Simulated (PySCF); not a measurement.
Ionisation energy of Ar by level of theory

Ar [Ar] (1S) → Ar⁺ [Ne] 3s2 3p5 (2P), as a difference of total energies. All numbers are calculated (PySCF 2.14, scalar relativity by spin-free X2C-1e, in cc-pVDZ-DK (4s3p1d, 18 functions)). Correlated levels: valence: [Ne] frozen. The calculations carry no spin-orbit coupling.

```
           method  ionisation energy (eV)
              UHF                  14.659
             BP86                  15.811
            M06-L                  16.001
    MP2 (valence)                  15.416
SCS-MP2 (valence)                  15.326
   CCSD (valence)                  15.276
CCSD(T) (valence)                  15.277
```

Errors of the correlated levels include the incompleteness of this basis and the frozen core.

Q: Which method comes closest to the reference value, and which is furthest?

A: The reference is 15.819 eV (measured; NIST levels, between the centres of gravity of the two terms). Closest: BP86 (error -0.008 eV); furthest: UHF (error -1.160 eV).
